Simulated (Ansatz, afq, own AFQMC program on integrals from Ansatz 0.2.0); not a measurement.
Integrals from Ansatz 0.2.0, then the random walk in our own AFQMC program (afq).

```yaml
crystal:
  periodic: [false, false, false]
  atoms:
    - {symbol: W, position_ang: [0.000000, 0.000000, 0.000000]}
    - {symbol: C, position_ang: [0.000000, 0.000000, 1.708732]}
basis:
  gaussian: {orbitals: def2-SVP}
magnetization: {spin_polarized: false}
correlation: {method: ccsd_t, electrons: outside_noble_gas, hamiltonian_folder: ham}
```

```sh
$ ansatz run in.yaml --threads 1 --pin off --events-out ev --progress --plain --max-ram 24576MiB --backend cuda --devices 0, --max-vram 18GiB
```

Options of the walk:

```
--method phaseless --trial hf --walkers 4000 --populations 20 --least-time 40 --time-step 0.005 --steps-per-block 20 --equilibration-blocks 160 --max-blocks 4000 --target-error 0.0009500 --factor-cut 1e-05 --seed 8920 --taylor-order 6
```

Times are imaginary, in 1/Eh. The walk had a cap of 49 s. With eight or more populations the least sampling time is a fifth of least-time, and the error comes from their spread. Core potentials past Kr, no spin–orbit coupling.

Log:

```
orbitals 41  electrons 5 5  factors 343 of 465
reference energy -103.94235080 Eh
CCSD correlation -0.30420996 Eh in 15 cycles, weight of the determinant in the CISD state 0.7719
energy of the start -103.942351 Eh
 block  time / (1/Eh)  mean weight  energy / Eh
     1     0.100  1.0010  -103.998812
     2     0.200  1.0014  -104.042390
     3     0.300  1.0018  -104.076545
     4     0.400  1.0015  -104.102913
     5     0.500  1.0015  -104.125403
     8     0.800  1.0013  -104.175441
    16     1.600  1.0001  -104.215927
    61     6.100  0.9997  -104.259264
   106    10.600  0.9999  -104.260490
   151    15.100  1.0003  -104.261231
   166    16.600  1.0004  -104.278049
   196    19.600  0.9999  -104.267240
   241    24.100  0.9994  -104.261330
   286    28.600  1.0000  -104.252116
   331    33.100  1.0001  -104.247561
   376    37.600  1.0001  -104.269811
   421    42.100  1.0006  -104.274672
   466    46.600  1.0003  -104.268915
   511    51.100  0.9996  -104.251689
   556    55.600  0.9998  -104.252959
   601    60.100  0.9998  -104.268505
error from the spread of 20 populations
energy -104.263235 +/- 0.001359 Eh
(rows thinned)
```

The run passed its tests (sampling time, drift between the halves within three errors, error under three times the target), which doesn't prove that it has relaxed, ending at its cap on processor time.

Against this walk (error 37.0 meV) on the same determinant: CCSD(T) 230.2 meV lower, CCSDT(Q) 422.2 meV lower, CCSDTQ 378.2 meV lower, a separate phaseless walk with a CISD trial and standard settings 201.8 ± 37.9 meV lower. The error is statistical and leaves out the bias of the constraint. None of these is a sure reference here.

Cautions: constraint bias not in the error; error above the target (37.0 against 25.9 meV); no spin-orbit coupling; outer-core shells of the metal frozen; another spin lies lower; restricted determinant unstable towards unrestricted (UHF 1.72 eV lower, ⟨S²⟩ 2.37); (T) is large, 8 % of the CCSD correlation; (Q) is large, 156 meV, so the cluster series hasn't closed; CCSD(T) is in doubt: in a space of 8 electrons in 9 natural orbitals full CI lies 97 meV below it; CCSDTQ on the UHF determinant differs (359 meV lower), perhaps since the unrestricted series falls towards higher spin.

The walk took 49 s on 1 × NVIDIA H100 80GB HBM3 with 2 threads of AMD EPYC 7R13 Processor (Zen 3) (shared host) (the card was shared). The log's last line is the phaseless energy.

CCSDT and higher add their correlation energy to the determinant of the CCSD(T) run, since their own runs factorise the integrals more tightly (a shift of under 2 meV). A walk keeps the symmetry of its determinant, which the program's search chose and which needn't be the lowest solution, so a lower state of the same spin and another symmetry isn't excluded.
